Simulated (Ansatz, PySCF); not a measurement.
System: SiH3, charge 0, multiplicity 2. 
Geometry from a B3LYP-D3(BJ)/def2-TZVP (Ansatz, a quantum-chemistry and plane-wave program) optimisation:
```
Si
H 1 1.4828
H 1 1.4828 2 111.02
H 1 1.4828 2 111.02 3 124.02
```
Charge 0, spin multiplicity 2.

Property: atomisation energy (electronic, to ground-state atoms), in kJ/mol. Correlated levels leave the core frozen unless marked. Open shells are spin-unrestricted. No spin-orbit coupling. Non-relativistic. The coupled-cluster limit lacks core correlation, which all-electron functionals hold. Basis-set limits of correlation are two-point, X^-3; Hartree-Fock from the larger set.

| level | program | atomisation energy (kJ/mol) |
|---|---|---|
| HF/aug-cc-pV(D+d)Z | Ansatz | 740.5 |
| HF-D3(BJ)/def2-TZVPD | PySCF + dftd3 | 794.3 |
| BLYP/def2-TZVPD | Ansatz | 939.0 |
| PBE0/def2-TZVPD | Ansatz | 935.4 |

Task: Predict the CCSD(T)/CBS(def2-TZVPPD,def2-QZVPPD) result (Ansatz).

Result: 955.6 kJ/mol
